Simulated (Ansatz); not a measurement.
Relaxation of BFH3N (6 atoms, charge 0, multiplicity 1), to a largest force component of 0.02 eV/Å in at most 40 steps.

Level of theory: RKS PBE-D4/6-31G* (Ansatz 0.2.0).

```xyz
6
Properties=species:S:1:pos:R:3:forces:R:3
B 0.000 0.000 0.000 0.54 0.13 4.24
N 0.000 0.000 1.550 -0.06 -0.05 -2.69
H -0.877 -0.271 2.080 1.52 0.73 -0.52
H 0.877 0.271 2.080 -1.58 -0.73 -0.62
H 1.030 0.000 -0.595 0.35 0.17 -0.13
F -1.143 0.000 -0.660 -0.77 -0.24 -0.28
```

Where does it end, and by what steps?

The forces met the threshold. After 6 steps the energy has fallen by 0.509 eV; H4 moved furthest, 0.18 Å.

| step | energy less start (eV) | largest force component (eV/Å) | accepted |
| --- | --- | --- | --- |
| 0 | 0.0000 | 4.237 | yes |
| 1 | -0.4087 | 1.943 | yes |
| 2 | -0.4339 | 1.099 | yes |
| 3 | -0.4686 | 0.633 | yes |
| 4 | -0.4973 | 0.807 | yes |
| 5 | -0.5091 | 0.066 | yes |
| 6 | -0.5092 | 0.005 | yes |

```xyz
6
Properties=species:S:1:pos:R:3
B 0.008 0.005 0.072
N -0.001 0.000 1.476
H -0.851 -0.105 2.027
H 0.846 0.104 2.027
H 1.038 0.133 -0.543
F -1.152 -0.137 -0.604
```

Whether the end is a true minimum wasn't checked by a vibrational analysis.

The run took 9.2 s on 1 thread of Arm Neoverse V1, on a shared host, peak memory 0.12 GiB.
